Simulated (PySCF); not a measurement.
# CH3Cl: the cost of one run

Method: levels as typed in each script, gas phase, geometry from GFN2-xTB; program: PySCF 2.14.0.

## (1) Where the work starts

SMILES `CCl`, 5 atoms, charge 0, spin multiplicity 1.

Bond lengths: C1–Cl2 1.777 Å, C1–H3 1.085 Å, C1–H4 1.085 Å, C1–H5 1.085 Å. Angles: Cl2–C1–H3 108.3°, Cl2–C1–H4 108.3°, Cl2–C1–H5 108.3°, H3–C1–H4 110.7°, H3–C1–H5 110.7°, H4–C1–H5 110.7°.

As a file:

```
C    -1.1228    0.0000    0.0000
Cl    0.6544    0.0000    0.0000
H    -1.4628   -0.6904    0.7654
H    -1.4629    1.0081    0.2152
H    -1.4628   -0.3177   -0.9806
```

## (2) Localised orbitals (PBE/def2-svpd)

Contents of input.py:

```python
import numpy as np
from pyscf import gto, scf, dft, lo
from pyscf.data.elements import chemcore

def solve(mol, dm0=None, hcore=None):
    mf = (dft.UKS if mol.spin else dft.RKS)(mol, xc='pbe')
    mf.grids.level = 3
    mf = mf.density_fit(auxbasis='def2-universal-jkfit')
    mf.conv_tol, mf.max_cycle = 1e-8, 80
    if hcore is not None:
        mf.get_hcore = lambda *args: hcore
    mf.kernel(dm0)
    if not mf.converged:
        mf = mf.newton().run(mf.mo_coeff, mf.mo_occ, max_cycle=30)
    assert mf.converged, 'SCF not converged'
    return mf

mol = gto.M(atom='''
C     -1.12281     0.00000     0.00000
Cl     0.65444     0.00000     0.00000
H     -1.46285    -0.69042     0.76544
H     -1.46286     1.00809     0.21520
H     -1.46285    -0.31769    -0.98063
''', basis='def2-svpd', charge=0, spin=0, verbose=4)
mf = solve(mol)
occ_all = mf.mo_coeff[:, mf.mo_occ > 0]
occ = occ_all[:, chemcore(mol):]
pm = lo.PM(mol, occ, pop_method='meta_lowdin')
loc = pm.kernel()
for _ in range(5):
    new, stable = pm.stability_jacobi(return_status=True)
    if stable:
        break
    loc = pm.kernel(new)
fock, s = mf.get_fock(), mf.get_ovlp()
ortho = lo.orth_ao(mol, 'meta_lowdin')
labels = mol.ao_labels(fmt=None)
vir = loc[:, :0]
both = np.hstack([loc, vir])
p = (ortho.T @ s @ both) ** 2
pop = np.array([p[[l[0] == a for l in labels]].sum(0) for a in range(mol.natm)])
spd = np.array([[p[[l[0] == a and l[2][-1] == k for l in labels]].sum(0) for k in 'spd'] for a in range(mol.natm)])
eps = np.einsum('pi,pq,qi->i', both, fock, both)
for i in np.argsort(eps):
    top = np.argsort(-pop[:, i])[:3]
    print('%3d %s %9.4f Eh ' % (i + 1, 'occ' if i < loc.shape[1] else 'vir', eps[i]), '  '.join('%s%d %.3f' % (mol.atom_symbol(a), a + 1, pop[a, i]) for a in top))
np.savez('result.npz', c=both, nocc=loc.shape[1], pop=pop, spd=spd, eps=eps, e=mf.e_tot)
```

On the command line:

```sh
> OMP_NUM_THREADS=1 python input.py
```

Q: Estimate wall time and peak memory on 1 thread of AMD EPYC 9R45 (Zen 5), shared host.

About 1.8 s, with a peak of 0.3 GiB.
